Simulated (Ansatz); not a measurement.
Density of states of NaMoO₂ (R-3m, a = 3.235 Å, b = 3.235 Å, c = 15.706 Å, α = 90.00°, β = 90.00°, γ = 120.00°), in states per eV and primitive cell, averaged over bins of 0.4 eV. Method: Ansatz 0.2.0, DFT r2SCAN, scalar-relativistic, plane waves, PAW.

Cutoff 500 eV; k points 12×12×12 on the computed 4-atom cell (Γ-centred); Gaussian smearing, width 0.02 eV; collinear spin from starting moments 0 1.93 0.14 0.14 μB.

The cell is relaxed at this level. The states (both spins) are summed by tetrahedra on a 18×18×18 mesh at the self-consistent density. Energies are bin centres; the table starts no lower than −8 eV and ends at 6 eV, or lower where the solved bands end.

The gap is 1.00 eV at this level, with the zero inside it.

```tsv
E − E_F (eV)	total	Mo 4d up	O 2p up	O 2p down	Mo 4d down	Na 3s up	Na 3s down
-7.85	0.76	0.24	0.46	0.00	0.00	0.01	0.00
-7.45	1.69	0.44	0.95	0.13	0.04	0.05	0.00
-7.05	3.33	0.56	1.31	0.96	0.28	0.02	0.06
-6.65	3.67	0.48	1.29	1.33	0.40	0.02	0.03
-6.25	4.38	0.29	1.29	2.03	0.54	0.01	0.02
-5.85	3.23	0.32	1.37	1.19	0.19	0.01	0.01
-5.45	2.92	0.21	1.12	1.27	0.18	0.01	0.01
-5.05	3.51	0.13	1.35	1.69	0.20	0.01	0.01
-4.65	3.23	0.05	1.41	1.59	0.07	0.01	0.01
-4.25	2.67	0.01	0.88	1.67	0.03	0.01	0.01
-3.85	0.49	0.00	0.00	0.48	0.00	0.00	0.00
-3.45	0.00	0.00	0.00	0.00	0.00	0.00	0.00
-3.05	0.00	0.00	0.00	0.00	0.00	0.00	0.00
-2.65	0.00	0.00	0.00	0.00	0.00	0.00	0.00
-2.25	0.08	0.06	0.02	0.00	0.00	0.00	0.00
-1.85	1.78	1.42	0.29	0.00	0.00	0.01	0.00
-1.45	1.08	0.84	0.20	0.00	0.00	0.00	0.00
-1.05	0.71	0.53	0.16	0.00	0.00	0.01	0.00
-0.65	3.85	2.98	0.78	0.00	0.00	0.02	0.00
-0.25	0.00	0.00	0.00	0.00	0.00	0.00	0.00
0.15	0.00	0.00	0.00	0.00	0.00	0.00	0.00
0.55	0.14	0.00	0.00	0.02	0.12	0.00	0.00
0.95	0.90	0.00	0.00	0.11	0.74	0.00	0.01
1.35	1.55	0.00	0.00	0.13	1.36	0.00	0.01
1.75	0.77	0.03	0.00	0.07	0.61	0.02	0.00
2.15	2.18	0.28	0.06	0.23	1.27	0.13	0.01
2.55	3.12	0.45	0.11	0.21	2.06	0.10	0.01
2.95	2.45	1.11	0.32	0.04	0.49	0.05	0.13
3.35	2.36	1.13	0.50	0.06	0.28	0.03	0.14
3.75	1.05	0.18	0.10	0.09	0.44	0.02	0.07
4.15	2.21	0.03	0.04	0.38	1.38	0.04	0.05
4.55	1.68	0.03	0.04	0.39	0.97	0.06	0.03
4.95	0.47	0.03	0.05	0.04	0.06	0.10	0.04
5.35	0.67	0.03	0.06	0.05	0.05	0.15	0.07
5.75	0.89	0.03	0.07	0.06	0.05	0.19	0.12
```

The columns after the total are the main Löwdin projections on the occupied valence shells of the potentials; 5 others are left out. The rest of the total lies in those, in shells that are empty in the free atom, which aren't projected, and between the atoms.

The state reached may not be the lowest one.

Only this magnetic start was tried.

Whether NaMoO2 exists in this form wasn't checked.

Cost: 1 run of about 3 core-minutes, on Arm Neoverse V1 (shared hosts).